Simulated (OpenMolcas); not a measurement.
# Predicting a hybrid from its neighbours: SO3

SO3: 4 atoms, total charge 0, spin state singlet. As SMILES, `O=S(=O)=O`. The shape is that of a PBE0-D4/def2-TZVP optimisation.

The HOMO–LUMO gap y, in eV, basis 6-311+G(d,p); a is the functional's share of exact exchange. Programs: OpenMolcas 26.06.

| functional | program | a | y (eV) |
| --- | --- | --- | --- |
| BLYP | OpenMolcas | 0 | 4.63 |
| revPBE | OpenMolcas | 0 | 4.70 |
| B3LYP | OpenMolcas | 0.2 | 6.83 |
| PBE0 | OpenMolcas | 0.25 | ? |
| BHLYP | OpenMolcas | 0.5 | 10.13 |

Q: Fit y = c + s·a to the known rows and predict PBE0.

A: 
1. Means of the 4 rows: a = 0.1750, y = 6.572.
2. Σ(Δa)² = 0.1675, Σ(Δa·Δy) = 1.8303, so the slope is 1.8303/0.1675 = 10.927.
3. Intercept: 6.572 − (10.927) × 0.1750 = 4.660. The largest residual of the fit is 0.040.
4. PBE0: 4.660 + (10.927) × 0.25 = 7.39 eV.

The run gave 7.37 eV, so the prediction is off by +0.02 eV, within the scatter of the fit. Exact exchange lowers occupied levels and raises empty ones. The rows mix families of semi-local functionals, which the line can't see.
